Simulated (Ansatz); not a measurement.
Relaxation of AlH6PSi (9 atoms, charge 0, multiplicity 1), to a largest force component of 0.015 eV/Å in at most 40 steps.

Computed with Ansatz 0.2.0, RKS PBE-D4/6-31G.

```xyz
9
Properties=species:S:1:pos:R:3
Al -1.256 0.668 -1.240
Si 0.702 0.198 -0.128
P 0.392 -1.629 1.058
H -1.858 -0.326 -2.282
H -2.037 2.097 -0.997
H 1.068 1.332 0.759
H 1.806 -0.013 -1.105
H 1.688 -1.420 1.821
H -0.416 -0.953 2.095
```

Task: Where does it end, and by what steps?

Result: The forces met the threshold. The force dipped under the threshold on the way, but the program's further checks kept it going. Limits of this set-up: no polarisation functions. After 7 steps the energy has fallen by 0.416 eV; Al1 moved furthest, 0.18 Å.

```json
{"step": "0", "energy less start (eV)": "0.0000", "largest force component (eV/Å)": "1.660", "accepted": "yes"}
{"step": "1", "energy less start (eV)": "-0.3764", "largest force component (eV/Å)": "0.463", "accepted": "yes"}
{"step": "2", "energy less start (eV)": "-0.4119", "largest force component (eV/Å)": "0.115", "accepted": "yes"}
{"step": "3", "energy less start (eV)": "-0.4154", "largest force component (eV/Å)": "0.022", "accepted": "yes"}
{"step": "4", "energy less start (eV)": "-0.4158", "largest force component (eV/Å)": "0.013", "accepted": "yes"}
{"step": "5", "energy less start (eV)": "-0.4162", "largest force component (eV/Å)": "0.016", "accepted": "yes"}
{"step": "6", "energy less start (eV)": "-0.4163", "largest force component (eV/Å)": "0.017", "accepted": "yes"}
{"step": "7", "energy less start (eV)": "-0.4164", "largest force component (eV/Å)": "0.009", "accepted": "yes"}
```

```xyz
9
Properties=species:S:1:pos:R:3
Al -1.368 0.770 -1.342
Si 0.717 0.273 -0.126
P 0.480 -1.702 1.163
H -1.941 -0.296 -2.417
H -2.179 2.147 -1.073
H 1.219 1.423 0.733
H 1.837 -0.061 -1.098
H 1.699 -1.501 1.951
H -0.375 -1.100 2.191
```

Whether the end is a true minimum wasn't checked by a vibrational analysis.

Run time: 44 s on 1 thread of Intel(R) Xeon(R) Processor @ 2.50GHz (Skylake/Cascade Lake), with other jobs on the host, peak memory 0.14 GiB.
